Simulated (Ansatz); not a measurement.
# AlSb2Br2: from a trial structure to a relaxed crystal

Theory: DFT PBE, scalar-relativistic, plane waves, PAW in Ansatz 0.2.0. Cutoff 420 eV, Γ-centred k mesh, Gaussian smearing, no spin polarisation in the final step.

AlSb2Br2 was placed on the sites of a reported YAl2Si2 cell (P-3m1, No. 164), with Al in place of Y, Sb in place of Al, Br in place of Si, at a guessed volume.

```
Al Sb Br
1.0
     4.73921    0.00000    0.00000
    -2.36961    4.10428    0.00000
     0.00000    0.00000    7.43475
Al Sb Br
1 2 2
Direct
  0.00000 0.00000 0.00000
  0.33333 0.66667 0.64440
  0.66667 0.33333 0.35560
  0.33333 0.66667 0.25990
  0.66667 0.33333 0.74010
```

Cell and atoms relax at zero pressure; the relaxation can't lower the symmetry of the start. After a coarse first stage the cell is made exact in the group found at 0.06 Å.

Energies over the elements count from the elements' standard structures at the same level, with no empirical corrections.

(1) What does it relax into?

(2) What are its volume, energy, density and gap?

## Answers

(1) It keeps P-3m1 (No. 164), but not the shape of the type it started on. Conventional cell: a = 4.071 Å, c = 13.274 Å. Al has 6 Br at 2.76 Å; Sb is coordinated by 3 Sb at 2.87 Å; Br has 3 Al at 2.76 Å.

```xyz
5
Lattice="4.0712 0.0000 0.0000 -2.0356 3.5258 0.0000 0.0000 0.0000 13.2736" Properties=species:S:1:pos:R:3 pbc="T T T"
Al    0.0000    0.0000    0.0000
Sb    0.0000    2.3505    7.4633
Sb    2.0356    1.1753    5.8103
Br    0.0000    2.3505    1.4558
Br    2.0356    1.1753   11.8178
```

(2) The volume per atom is 38.1 Å³. The density is 3.8 g/cm³. The energy over the elements is -0.31 eV/atom and the gap on the 12×12×4 mesh is 0 eV (a metal).

The final run used a 12×12×4 mesh on its 5-atom cell and 0.10 eV smearing. For metals, differences of a few meV/atom aren't resolved. Weakly bound directions are ill-defined at this level, which has no dispersion term. Spin–orbit coupling is left out. Symmetry constrained the relaxation, so the result can be a saddle point.

Cost: 3 runs of about 6.9 core-minutes in all, on Arm Neoverse V2 (shared hosts).